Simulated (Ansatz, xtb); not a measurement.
# C2H3Cl2: which of two isomers lies lower

Structure X is `Cl[CH]CCl`, a doublet and structure Y is `C[C](Cl)Cl`, a doublet. Both are isolated molecules in the gas phase, relaxed with B3LYP-D3(BJ)/6-311G**; the shapes shown needn't be the lowest conformers.

X (Å):

```tsv
atom	x (Å)	y (Å)	z (Å)
C	-3.8032	2.2384	-0.7241
C	-2.3953	1.9279	-0.9035
Cl	-4.3014	3.3027	0.5301
Cl	-1.8334	0.5567	0.2563
H	-4.5961	1.6487	-1.1598
H	-1.7374	2.7603	-0.6705
H	-2.1970	1.5326	-1.8967
```

Y (Å):

```xyz
7

C    -3.5476    2.2513   -0.8423
C    -2.1889    2.0638   -0.2670
Cl   -0.8216    2.2306   -1.3272
Cl   -2.0000    0.9196    1.0279
H    -4.2791    2.3577   -0.0392
H    -3.5671    3.1490   -1.4628
H    -3.8443    1.3966   -1.4658
```

Estimate which is lower in electronic energy at CCSD(T)/def2-SVP + ΔMP2/def2-TZVPP, and by roughly how much.

The CCSD(T)/def2-SVP + ΔMP2/def2-TZVPP calculation puts structure Y lower, by 2.4 kcal/mol.

Level by level:

```tsv
level	geometry	E(Y) − E(X) (kcal/mol)	departure from the last row (kcal/mol)	job, with rough time for the two
GFN2-xTB	GFN2-xTB	−6.4	−4.0	optimisation, 0.15 s
HF/STO-3G	GFN2-xTB	−5.2	−2.8	single point, 0.32 s
r2SCAN-D4/def2-SVP	GFN2-xTB	−4.0	−1.6	single point, 3.2 s
B3LYP-D3(BJ)/6-311G**	B3LYP-D3(BJ)/6-311G**	−0.5	+1.9	optimisation, 33 s
HF/def2-SVP	B3LYP-D3(BJ)/6-311G**	−1.8	+0.6	part of the CCSD(T) run
MP2/def2-SVP	B3LYP-D3(BJ)/6-311G**	−5.5	−3.1	part of the CCSD(T) run
CCSD(T)/def2-SVP	B3LYP-D3(BJ)/6-311G**	−4.4	−2.1	single point
CCSD(T)/def2-SVP + ΔMP2/def2-TZVPP	B3LYP-D3(BJ)/6-311G**	−2.4		single point, 17 s
```

As drawn, both hold the same kinds of bond in the same numbers. Structure X has 0 methyl groups, Y 1.

B3LYP-D3(BJ)/6-311G** finds them nearly level. The largest departure from CCSD(T)/def2-SVP + ΔMP2/def2-TZVPP is that of GFN2-xTB, 4.0 kcal/mol. The last row adds to CCSD(T) the change of the MP2 difference between the two basis sets, here +2.1 kcal/mol.

With harmonic frequencies from B3LYP-D3(BJ)/6-311G** (ideal gas, rigid rotor, one conformer each, 298.15 K, 1 atm): the zero-point term adds −0.2 kcal/mol; ΔH is −2.5 and ΔG −2.4 kcal/mol.

Open shells are spin-unrestricted. The correlated steps freeze 12 core orbitals. Mirror images aren't counted in ΔG. Codes used: Ansatz 0.2.0, xtb 6.7.1; the last row on 2 threads of Intel(R) Xeon(R) Platinum 8375C CPU @ 2.90GHz (Ice Lake) on a shared host.
